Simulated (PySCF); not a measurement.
Input of a run (PBE0-D3(BJ)/def2-SVP geometry optimisation, gas phase (PySCF 2.14.0)), started from MMFF94s:
```
{"job": {"xc": "PBE0", "basis": "def2-SVP", "d3": "d3bj", "grid": 1, "kind": "geom"}, "charge": 0, "multiplicity": 1}
C      2.136634     0.299549    -0.099977
C      0.909911    -0.469475     0.322233
O      0.985521    -1.356529     1.172566
C     -0.411983    -0.069503    -0.326769
C     -1.426206    -1.207801    -0.248878
C     -0.957369     1.189053     0.337466
H      2.232556     0.271663    -1.188231
H      2.066534     1.332620     0.247090
H      3.026619    -0.161794     0.337481
H     -0.214122     0.131617    -1.386443
H     -1.687348    -1.442986     0.788920
H     -2.347703    -0.944204    -0.778435
H     -1.023448    -2.119364    -0.703718
H     -1.910447     1.486743    -0.111983
H     -0.260830     2.026775     0.228597
H     -1.118319     1.033635     1.410081
```

Output (energies in Eh, forces in Eh/bohr):
```
step   0  E = -271.27023982  max force = 0.026229
step   1  E = -271.27204054  max force = 0.007280
step   2  E = -271.27223845  max force = 0.002215
step   3  E = -271.27223484  max force = 0.002855
step   4  E = -271.27228670  max force = 0.000944
step   5  E = -271.27229338  max force = 0.000147
optimisation converged
```

Task: Summarise the run.

Result: The energy falls by 5.4 kJ/mol over 6 energy and gradient evaluations, the largest force component goes from 0.0262 to 1.5e-04 Eh/bohr, and the atoms move by 0.116 Å rms after alignment. The bond that changes most is C2=O3 (ketone carbonyl carbon to ketone oxygen), which shortens by 0.023 Å. Bonds longer at the end by more than 0.005 Å: 7 of 15; shorter: 2. Among the angles that change most is H7–C1–H8, from 110.3° to 106.9°. Among the dihedrals that turn most is O3–C2–C4–C6, from 100° to 113°. The energy rose by more than 1e-6 Eh at step 3. The first step brought 88 % of the lowering.

Task: What are the final bond lengths?

Result: C1–C2 1.510 Å, C2=O3 1.208 Å, C2–C4 1.526 Å, C4–C5 1.519 Å, C4–C6 1.532 Å, C1–H7 1.101 Å, C1–H8 1.101 Å, C1–H9 1.097 Å, C4–H10 1.106 Å, C5–H11 1.100 Å, C5–H12 1.100 Å, C5–H13 1.099 Å, C6–H14 1.100 Å, C6–H15 1.100 Å, C6–H16 1.102 Å. Numbering counts from 1 in the input's order; the species is `CC(=O)C(C)C` (methyl isopropyl ketone).

The run used 134 basis functions and 42 SCF cycles in all. The force-field search had found conformers at 0.0, 0.9 kcal/mol (up to eight listed); the lowest was the start. The run took about 30 s of CPU time (one thread, shared machine).

No frequency check. One conformer, not necessarily the lowest.
